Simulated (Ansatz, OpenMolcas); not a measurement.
# C2Si: the vertical energy of the triplet above the singlet, rung by rung

C2Si: 3 atoms, total charge 0, spin state singlet. The coordinates come from a GFN2-xTB relaxation.

```xyz
3

C    -1.1118    0.7375   -0.5228
C    -0.1352    0.0892   -0.0636
Si    1.2470   -0.8267    0.5864
```

Each level gives the vertical energy of the triplet above the singlet (eV). The values are calculated.

```json
{"level": "HF/STO-3G", "kind": "Hartree–Fock", "program": "Ansatz", "value (eV)": "-0.30", "less FCI/STO-3G": "-1.32", "CPU time (all runs)": "0.75 s"}
{"level": "revPBE/STO-3G", "kind": "GGA", "program": "Ansatz", "value (eV)": "1.63", "less FCI/STO-3G": "+0.61", "CPU time (all runs)": "19 s"}
{"level": "r2SCAN0/STO-3G", "kind": "hybrid meta-GGA", "program": "Ansatz", "value (eV)": "1.29", "less FCI/STO-3G": "+0.27", "CPU time (all runs)": "17 s"}
{"level": "CAM-B3LYP/STO-3G", "kind": "range-separated hybrid", "program": "Ansatz", "value (eV)": "1.49", "less FCI/STO-3G": "+0.47", "CPU time (all runs)": "28 s"}
{"level": "B2PLYP/STO-3G", "kind": "double hybrid", "program": "Ansatz", "value (eV)": "1.62", "less FCI/STO-3G": "+0.60", "CPU time (all runs)": "54 s"}
{"level": "CCSDT/STO-3G", "kind": "coupled cluster or CI", "program": "Ansatz", "value (eV)": "1.03", "less FCI/STO-3G": "+0.01", "CPU time (all runs)": "2.1 s"}
{"level": "CCSDTQ/STO-3G", "kind": "coupled cluster or CI", "program": "Ansatz", "value (eV)": "1.03", "less FCI/STO-3G": "+0.01", "CPU time (all runs)": "63 s"}
{"level": "FCI/STO-3G, open shells restricted", "kind": "exact in the basis", "program": "OpenMolcas", "value (eV)": "1.02", "less FCI/STO-3G": "0.00", "CPU time (all runs)": "2.2 min"}
{"level": "FCI/STO-3G", "kind": "exact in the basis", "program": "Ansatz", "value (eV)": "1.02", "less FCI/STO-3G": "0.00", "CPU time (all runs)": "10 s"}
```

FCI/STO-3G, open shells restricted is exact within its basis and frozen core, so for wave-function methods in that basis the difference is their error; functionals converge differently with the basis, so for them it is only a difference. The values span -0.30 to 1.63 eV. Spin contamination of the reference (⟨S²⟩ at least 0.1 too high) touches HF/STO-3G, r2SCAN0/STO-3G, B2PLYP/STO-3G, CCSDT/STO-3G, CCSDTQ/STO-3G. All rows use very small basis sets, so none should be taken for the real molecule's value. CPU times are rough (shared hosts, several kinds of processor and program).
